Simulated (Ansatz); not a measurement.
Mulliken charges of AlClH2N, SMILES `[NH2][Al][Cl]` radical from r2SCAN/def2-TZVPP in Ansatz (PBE0-D4/def2-TZVP geometry).

```json
{"atom": "N1", "x (Å)": "-0.549", "y (Å)": "0.462", "z (Å)": "-0.232", "charge (e)": "-0.442"}
{"atom": "Al2", "x (Å)": "0.403", "y (Å)": "-0.292", "z (Å)": "1.049", "charge (e)": "0.415"}
{"atom": "Cl3", "x (Å)": "1.907", "y (Å)": "-1.650", "z (Å)": "0.441", "charge (e)": "-0.279"}
{"atom": "H4", "x (Å)": "-1.294", "y (Å)": "1.123", "z (Å)": "-0.083", "charge (e)": "0.154"}
{"atom": "H5", "x (Å)": "-0.417", "y (Å)": "0.283", "z (Å)": "-1.216", "charge (e)": "0.152"}
```

Question: By hand: the dipole of these point charges (1 e Å = 4.8032 D).

Answer: Σ q r = (-0.385, 0.351, 0.217) e Å, of length 0.564 e Å = 2.71 D.

Question: How does the dipole of the full density compare? (Estimate.)

Answer: Ansatz gave: (-0.361, 0.313, -0.042) e Å, 2.30 D; the point charges give 1.18 times that, at 28° from its direction.

Point charges leave out the atoms' own dipoles, such as those of lone pairs, and Mulliken's split depends on the basis, so the two needn't agree.
